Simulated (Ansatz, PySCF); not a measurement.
Species: CH4, charge 0, multiplicity 1. 
Structure (B3LYP-D3(BJ)/def2-TZVP (Ansatz, a program for electronic structure) minimum search):
```xyz
5

C      0.0000     0.0000     0.0000
H      0.6205     0.6269     0.6390
H     -0.6429    -0.6249     0.6185
H      0.6369    -0.6328    -0.6166
H     -0.6146     0.6308    -0.6409
```
Charge 0, spin multiplicity 1.

PBE beside other levels, property by property. Valence correlation only, unless marked. Open shells are spin-unrestricted. No spin-orbit coupling. No relativistic terms. CBS marks a two-point X^-3 extrapolation of the correlation energy; Hartree-Fock from the larger set. Rows marked 298 K are enthalpies with B3LYP-D3(BJ) harmonic zero-point and thermal terms from PySCF. Enthalpies of formation rest on the atoms' values in the G2/97 table (older ones for B and Si), with no core term in the frozen-core levels. The coupled-cluster column (Ansatz) is a level with limits of its own: CCSD(T)/CBS(def2-TZVPPD,def2-QZVPPD).

| property | B3LYP-D3(BJ)/def2-TZVPD (Ansatz + dftd3) | HSE06/def2-TZVPD (Ansatz) | CCSD(T)/cc-pVTZ (Ansatz) | coupled cluster | measured |
|---|---|---|---|---|---|
| enthalpy of formation at 298 K by atomisation (kcal/mol) | -18.7 | -14.8 | -10.4 | -17.0 | -17.8 |
| C-H bond dissociation enthalpy, 298 K, to [CH3] (CH3) + H atom (kcal/mol) | 103.4 | 101.5 | 103.5 | 104.7 | - |

Measured values: Active Thermochemical Tables 1.112 (ions: stationary electron), as tabulated in the package chemicals; they hold spin-orbit effects, which all levels lack, and core correlation, which the frozen-core levels lack.

Question: What does PBE/def2-TZVPD (Ansatz) give for each property, and on which side of the measured value, or else of coupled cluster, does it fall?

Answer: 
- enthalpy of formation at 298 K by atomisation: PBE lies 0.9 kcal/mol above the measured value; PBE gives -16.9 kcal/mol.
- C-H bond dissociation enthalpy, 298 K, to [CH3] (CH3) + H atom: PBE lies 2.5 kcal/mol below coupled cluster; PBE gives 102.2 kcal/mol.
